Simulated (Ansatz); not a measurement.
# Pd, fcc: geometry optimisation

Level of theory: DFT, m-r2SCAN, plane waves (500 eV) with PAW, scalar-relativistic in Ansatz 0.2.0. (PAW data from PBE, frozen cores regenerated.)

k-point mesh 14×14×14, Fermi-Dirac smearing 0.05 eV, starting moments 0.50 μB. Cell and atoms relax.

Starting structure:

```xyz
1
Lattice="0.0000 1.9449 1.9449 1.9449 0.0000 1.9449 1.9449 1.9449 0.0000" Properties=species:S:1:pos:R:3 pbc="T T T"
Pd    0.0000    0.0000    0.0000
```

What cell does the relaxation end in?

Fm-3m (spin ignored) with a = 3.911 Å; 14.95 Å³ per atom against 14.71 at the start (1.6 %).

How much energy does the relaxation gain?

2.3 meV per atom.

Path of the relaxation (the plane waves are chosen anew near the end, which can shift the energy a little):

```
step  E − E(final) (meV/atom)  V (Å³/atom)  P (GPa)  max force (eV/Å)
   0                     2.31       14.714     3.08             0.000
   1                     1.76       15.117    -1.94             0.000
   2                     0.48       14.959    -0.07             0.000
   3                     0.47       14.953     0.00             0.000
   4                     0.00       14.953     0.02             0.000
```

Which magnetic state does it end in?

ferromagnetic, net 0.23 μB per atom; moments 0.23 μB.

Real palladium is paramagnetic; a moment here is an artefact of the functional.

m-r²SCAN is r²SCAN on the gauge-invariant kinetic-energy density; without spin polarisation the two are equal.
